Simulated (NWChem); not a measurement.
# One shape, several levels: singlet CH3O+

We compute a comparison of 3 runs (HF/def2-TZVPP, MP2/def2-TZVPP, CCSD/def2-TZVPP) of singlet CH3O+. 

The results are computed with NWChem 7.3.0.

**1. The structure to begin with**

CH3O+ has 5 atoms, charge +1, and is taken as a singlet. SMILES of the parent species: `[CH2]O`. The shape is that of a PBE0-D4/def2-TZVP optimisation. This is one conformer, not always the lowest. That shape belongs to the parent species and isn't relaxed for this state.

Bond lengths: C1–O2 1.357 Å, C1–H3 1.080 Å, C1–H4 1.084 Å, O2–H5 0.960 Å. Angles: C1–O2–H5 109.6°, O2–C1–H3 113.9°, O2–C1–H4 119.2°, H3–C1–H4 121.2°.

**2. A single-point energy at HF/def2-TZVPP (run 1)**

The input, ch3o.nw:

```
start ch3o
title "CH3O"
memory 2200 mb
charge 1

geometry units atomic noautosym nocenter noautoz
  C     -0.61831839    -0.59261811     0.03817247
  O      0.50909222     1.70207632     0.22714508
  H     -2.59875137    -0.50361201    -0.44635331
  H      0.51835188    -2.22912094    -0.43463701
  H      2.28373402     1.48400193     0.53743811
end

basis "ao basis" spherical bse
  C library def2-TZVPP
  O library def2-TZVPP
  H library def2-TZVPP
end

scf
  thresh 1e-08
  maxiter 80
  print low
end

task scf energy
```

On the command line:

```console
$ nwchem ch3o.nw > ch3o.out
```

Output:

```text
[...]
  functions       =   104
[...]
  wavefunction    = RHF
[...]
         Total SCF energy =   -114.186009116498
      One-electron energy =   -220.523510344452
      Two-electron energy =     70.893052687659
 Nuclear repulsion energy =     35.444448540295
        Time for solution =      9.5s
 Task  times  cpu:        9.6s     wall:        9.6s
[...]
```

Wall time 10 s (1 thread of AMD EPYC 9R45 (Zen 5), shared host); peak memory 0.1 GiB.

**3. A single-point energy at MP2/def2-TZVPP (run 2)**

The input, work.nw:

```
start work
memory stack 880 mb heap 220 mb global 1100 mb
charge 1
geometry units angstroms noautosym nocenter noautoz
C       -0.327200      -0.313600       0.020200
O        0.269400       0.900700       0.120200
H       -1.375200      -0.266500      -0.236200
H        0.274300      -1.179600      -0.230000
H        1.208500       0.785300       0.284400
end
basis spherical bse
* library def2-TZVPP
end
scf
nopen 0
rhf
thresh 1e-08
maxiter 80
end
mp2
freeze core 2
tight
end
task mp2 energy
```

On the command line:

```console
$ nwchem work.nw > work.out
```

Output:

```text
[...]
  functions       =   104
[...]
  wavefunction    = RHF
[...]
         Total SCF energy =   -114.186009141138
      One-electron energy =   -220.523514993672
      Two-electron energy =     70.893054759259
 Nuclear repulsion energy =     35.444451093276
        Time for solution =      9.6s
[...]
          Total MP2 energy          -114.571667094819
[...]
```

Run time: 12 s. Hardware: 1 thread of AMD EPYC 9R45 (Zen 5), shared host; peak memory 0.22 GiB.

**4. The energy at CCSD/def2-TZVPP (run 3)**

The input, ch3o.nw:

```
START ch3o
TITLE "CH3O energy"
memory stack 880 mb heap 220 mb global 1100 mb
charge 1

GEOMETRY units angstrom noautosym nocenter noautoz
  C     -0.327200    -0.313600     0.020200
  O      0.269400     0.900700     0.120200
  H     -1.375200    -0.266500    -0.236200
  H      0.274300    -1.179600    -0.230000
  H      1.208500     0.785300     0.284400
END

BASIS "ao basis" spherical bse
  * library def2-TZVPP
END

SCF
  thresh 1e-08
  maxiter 80
  print medium
END

CCSD
  freeze core 2
  maxiter 60
END

TASK ccsd energy
```

On the command line:

```console
$ nwchem ch3o.nw > ch3o.out
```

Output:

```text
[...]
  functions       =   104
[...]
  wavefunction    = RHF
[...]
         Total SCF energy =   -114.186009141138
      One-electron energy =   -220.523514993672
      Two-electron energy =     70.893054759259
 Nuclear repulsion energy =     35.444451093276
        Time for solution =      9.4s
[...]
 Total MP2 energy:           -114.571667094819404
[...]
             energy      energy      error      ampl     ampl      Block
                                                time     time      time
[...]
 Total CCSD energy:           -114.587617107449987
[...]
```

It took 86 s on 1 thread of AMD EPYC 9R45 (Zen 5), shared host; peak memory 0.16 GiB.

**5. Overview of the runs**

| run | level | module | frozen core orbitals | energy (Eh) | wall time |
| --- | --- | --- | --- | --- | --- |
| 1 | HF/def2-TZVPP | scf | – | -114.186009 | 10 s |
| 2 | MP2/def2-TZVPP | mp2 | 2 | -114.571667 | 12 s |
| 3 | CCSD/def2-TZVPP | ccsd | 2 | -114.587617 | 86 s |

**6. What came out**

```
                                          quantity          value
                               run 3: total energy  -114.58762 Eh
        run 3: HOMO energy (Hartree–Fock orbitals)      -23.26 eV
        run 3: LUMO energy (Hartree–Fock orbitals)       -6.35 eV
      run 3: HOMO–LUMO gap (Hartree–Fock orbitals)       16.91 eV
run 3: correlation energy (2 core orbitals frozen)     -401.6 mEh
```

What this shows: Below the HF energy at the same shape and in the same basis (def2-TZVPP): MP2 -385.7 mEh; CCSD -401.6 mEh. All runs together took 1.8 min, the longest 86 s.
